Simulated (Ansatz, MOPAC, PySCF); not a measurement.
Species: chloroform, CHCl$_{3}$, charge 0, multiplicity 1. SMILES: ClC(Cl)Cl
Geometry: optimised at B3LYP-D3(BJ)/def2-TZVP (Ansatz, an electronic-structure program).

Quantity: enthalpy of formation at 298 K, in kcal/mol. Terms: 6-31G* and kin with 6d, 5d where marked; frozen cores in correlated levels; UHF or UKS for open shells; non-relativistic; no spin-orbit coupling; dispersion terms only where a functional's name holds one; PM7 with its own dispersion and hydrogen-bond terms. CBS(X,Y): correlation extrapolated as X^-3; Hartree-Fock from the larger set. Ab initio and DFT rows: single points at B3LYP-D3(BJ) geometries (Ansatz), with unscaled harmonic terms from B3LYP/6-31G* (Ansatz) at its own minima, enthalpies of formation by atomisation with measured atoms. Semi-empirical rows: MOPAC heats of formation at their own minima for 298 K.

Measured values: Active Thermochemical Tables 1.112 (ions: stationary electron), as tabulated in the package chemicals; they hold spin-orbit and core effects, anharmonicity. 

Value to compare with, the measured value: -24.7 kcal/mol.

```tsv
level	program	enthalpy of formation at 298 K (kcal/mol)	error
PM6	MOPAC	-21.0	3.7
PM7	MOPAC	-19.9	4.8
HF/STO-3G	Ansatz	64.9	89.6
BP86/6-31G* (5d)	PySCF	-32.9	-8.2
B3LYP/6-31G*	Ansatz	-9.8	14.9
B3LYP/6-31G**	Ansatz	-10.6	14.1
MP2/3-21G	Ansatz	71.3	96.0
PBE/def2-TZVPD	Ansatz	-40.6	-15.9
wB97M-V/def2-TZVPD	Ansatz	-28.1	-3.4
B2PLYP-D3(BJ)/def2-TZVPD	Ansatz + dftd3	-19.8	4.9
CCSD(T)/CBS(cc-pV(T+d)Z,cc-pV(Q+d)Z)	Ansatz	-25.5	-0.8
```

Among the 7 habitual levels, MP2/3-21G lies farthest from the measured value (96.0 kcal/mol); 6 of 7 lie above it, and their mean absolute error is 33.0 kcal/mol, the median 14.1. One case shows no general order.

The levels are drawn from those run, B3LYP/6-31G* more often than the rest, none by its result; left out are runs that failed, that the program found above a lower state of the same kind, or whose <S^2> lies over 0.5 above the pure value.
